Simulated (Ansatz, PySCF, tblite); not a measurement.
Cohesive energy of zinc-blende AlP: levels of theory against measurement

Reference value: 4.32 eV/atom (measured, static lattice: zero-point vibration energy added, our sources range from 4.20 to 4.32; as tabulated in Mejia-Rodriguez and Trickey (2018), arXiv:1807.09216).

| level (code) | value (eV/atom) | cell (Å³/atom) | error (eV/atom) |
|---|---|---|---|
| IPEA1-xTB (tblite) | 7.36 | 20.57 | +3.04 |
| PBE (PySCF) | 4.07 ± 0.05 | 20.98 | -0.25 |
| rVV10 (Ansatz) | 4.14 | 20.99 | -0.18 |
| Hartree–Fock (PySCF) | 2.81 ± 0.08 | 21.22 | -1.51 |
| MP2 (PySCF) | 4.67 ± 0.2 | 20.14 | +0.35 |

Leaving aside IPEA1-xTB (doubt noted below): Once the reference is moved by up to 0.12 eV/atom (a margin picked here for doubts on the reference and the settings) and values within 0.03 eV/atom count as equal, the nearest can be rVV10 (-0.18 eV/atom) or MP2 (+0.35 eV/atom). Farthest off among them: Hartree–Fock (-1.51 eV/atom). Within 0.5 eV/atom: PBE, rVV10, MP2.

Free atoms are spin-polarised, in the lowest state found; at levels without +SOC their spin–orbit coupling is left out.  A ± on a computed value is a rough bar: the spread of its extrapolation, a floor set from checks against published values, or a statistical error. IPEA1-xTB: the free atoms are run in the same model without spin. IPEA1-xTB: this parameter set was refitted to ionisation energies, not structures. IPEA1-xTB: the run uses a supercell at the zone centre in place of a k mesh. Each level is taken at its own relaxed cell. Ansatz's density-functional and Hartree–Fock values are scalar-relativistic unless marked +SOC, with PAW data made under PBE.

Differences are worked out from the printed values.

Ansatz is a quantum-chemistry and plane-wave program.
